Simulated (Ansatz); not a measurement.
`OF`. Charge 0, multiplicity 1.

```
atom   x (Å)   y (Å)   z (Å)
  O1  -0.007  -0.484  -0.206
  F2   0.725   0.718  -0.197
  H3  -0.718  -0.234   0.403
```

**Question.** What are the harmonic wavenumbers in cm⁻¹ at PBE0-D4/def2-TZVP (Ansatz, finite differences of forces, unscaled)? (Best estimate.)

**Answer.** Computed: 1037, 1434, 3773.

**Question.** Is this a minimum?

**Answer.** Yes, all 3 modes are real.

**Question.** Give the ideal-gas thermochemistry at 298.15 K and 1 bar (rigid rotor, harmonic oscillator; point group Cs, symmetry number 1).

**Answer.** Zero-point energy 37.3 kJ/mol; H(298) − E = 47.4 kJ/mol; entropy 226.1 J/(mol·K), of which translation 153.5, rotation 72.1, vibration 0.4; G(298) − E = -20.0 kJ/mol.
